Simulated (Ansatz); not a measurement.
# SF+ (singlet): the correlation ladder, 6-31G

Aim: climb from Hartree-Fock through coupled cluster and multireference methods for SF+ (singlet) at one geometry and basis, and see what each rung misses.

Computed with Ansatz 0.2.0, Gaussian basis. Level: 6-31G, core rule «outside noble gas», up to 6 orbitals frozen.

To be run: UHF; CCSD(T) on RHF; CCSD(T) on UHF; BCCD(T) on RHF; CISD; CCSDT(Q) on RHF; CCSDT(Q) on UHF; CISDTQ; CCSDTQ on RHF; CCSDTQ on UHF; CASSCF and MRCISD+Q, 12 electrons in 8 orbitals; CASSCF and NEVPT2, 12 electrons in 8 orbitals; Full CI; Full CI in the symmetry of the determinant.

9 further runs of the same task are left out: 4 that didn't finish, 5 set aside as unsound or not needed. Runs told in other sessions of the task aren't counted.

**1. The system**

The geometry is a PBE0/def2-TZVP stationary point (not a proven minimum) of the parent state, kept for this charge and spin.

2 atoms, charge 1, spin multiplicity 1.

Atoms are counted from 1 here; the program's logs count them from 0.

Bond lengths: F1–S2 1.504 Å.

**2. UHF**

File in.yaml:

```yaml
crystal:
  periodic: [false, false, false]
  atoms:
    - {symbol: F, position_ang: [0.000000, 0.000000, 0.000000]}
    - {symbol: S, position_ang: [0.000000, 0.000000, 1.504000]}
basis:
  gaussian: {orbitals: 6-31G}
total_charge: 1
magnetization: {spin_polarized: true, initial_magnetization: 0}
hamiltonian: {xc: hf}
output: {orbitals: {seedname: orbitals}}
```

Run with:

```bash
$ ansatz run in.yaml --threads 1 --pin off --events-out ev --progress --plain --max-ram 2393MiB
```

The runs that follow: CCSD(T) on RHF; CCSD(T) on UHF; BCCD(T) on RHF; CISD; CCSDT(Q) on RHF; CCSDT(Q) on UHF; CISDTQ; CCSDTQ on RHF; CCSDTQ on UHF; CASSCF and MRCISD+Q, 12 electrons in 8 orbitals; CASSCF and NEVPT2, 12 electrons in 8 orbitals; Full CI; Full CI in the symmetry of the determinant.

**Question.** What will the summary of the whole plan be? Wanted: FCI from the RHF energy; RMP2 from FCI; RCCSD from FCI; RCCSD(T) from FCI; RCCSDT(Q) from FCI; NEVPT2 valence from FCI; MRCISD+Q valence from FCI; T1 diagnostic; effectively unpaired electrons.

As calculated:

```
                         quantity               value
          FCI from the RHF energy          -5.4438 eV
                    RMP2 from FCI     +13.27 kcal/mol
                   RCCSD from FCI      +9.57 kcal/mol
                RCCSD(T) from FCI      +4.84 kcal/mol
               RCCSDT(Q) from FCI      -0.36 kcal/mol
          NEVPT2 valence from FCI     +10.29 kcal/mol
        MRCISD+Q valence from FCI      +1.38 kcal/mol
levels within 1 kcal/mol (43 meV)  RCCSDT(Q), RCCSDTQ
                    T1 diagnostic               0.029
   effectively unpaired electrons                2.03
```

**Reading.** RCCSD(T) misses by +4.84 kcal/mol, 3.9 % of the correlation energy. RCCSDT(Q) falls below full CI, which methods that aren't variational can do. With 2.0 effectively unpaired electrons against 0 the state is strongly multireference. Of the multireference levels listed MRCISD+Q valence comes nearest in total energy (+1.38 kcal/mol), which doesn't show that its space is the better one. These misses are within one basis, not against nature.

The restricted and unrestricted ladders end 1.36 eV apart at CCSDT(Q), which points to two states or an unsound top rung; rows of one don't measure the error of the other.
